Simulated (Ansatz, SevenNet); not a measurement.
Lattice parameter a (Å) of 22 elemental metals, computed with the machine-learned potential SevenNet-0 (trained on PBE and PBE+U data) and with r²SCAN (Ansatz, a quantum-chemistry and plane-wave program, plane waves, PAW). The set holds measured phases with no doubt noted on the run or the magnetic state but for the caveats below. 19 more of the class have both values but aren't in it, for one of these reasons: built or high-temperature cells, doubts on the run or the magnetic state, unlike cells, values of zero, layered or molecular crystals, cells that aren't cubic. Solids without a value at one level (not run, failed, or a magnetic order lost), or held back for tests, aren't counted.

All rows, in order of the shift (worked out from unrounded values):

```
solid   SevenNet-0  r²SCAN  shift (%)
------  ----------  ------  ---------
fcc Ag       4.167   4.104      -1.52
fcc Rh       3.849   3.800      -1.28
fcc Pd       3.955   3.908      -1.18
fcc Al       4.038   3.992      -1.14
fcc Au       4.171   4.125      -1.11
fcc Cu       3.613   3.577      -0.99
fcc Pt       3.979   3.940      -0.97
fcc Pb       5.038   4.994      -0.89
fcc Ir       3.878   3.844      -0.87
fcc Ni       3.505   3.478      -0.76
bcc W        3.190   3.169      -0.67
bcc V        2.999   2.982      -0.55
bcc Mo       3.167   3.151      -0.52
bcc Nb       3.320   3.303      -0.49
bcc Ta       3.320   3.305      -0.47
bcc K        5.330   5.348      +0.34
bcc Na       4.205   4.223      +0.43
bcc Ba       5.036   5.070      +0.69
bcc Fe       2.846   2.866      +0.71
fcc Ca       5.524   5.568      +0.79
fcc Sr       6.033   6.101      +1.13
bcc Li       3.428   3.477      +1.42
```

The shift from SevenNet-0 to r²SCAN has a median of -0.61 %, and eight in ten lie between -1.18 % and +0.78 %; r²SCAN is the larger in 7 of 22.

Ansatz's runs of these crystals have no spin polarisation, but for bcc Fe, fcc Ni. Meta-GGA and hybrid levels favour moments, which can bear on fcc Pd, bcc Fe, bcc V, fcc Pt, fcc Rh, fcc Ni.

Density-functional runs with spin start from parallel moments for bcc Fe, parallel moments for fcc Ni.

Spin–orbit coupling is left out, also for the solids with elements from indium on (bcc Ta, fcc Pt, bcc Ba, bcc W, fcc Ir, fcc Pb, fcc Au); its size isn't shown.

Ansatz's density-functional and Hartree–Fock values are scalar-relativistic unless marked +SOC, with PAW data made under PBE.
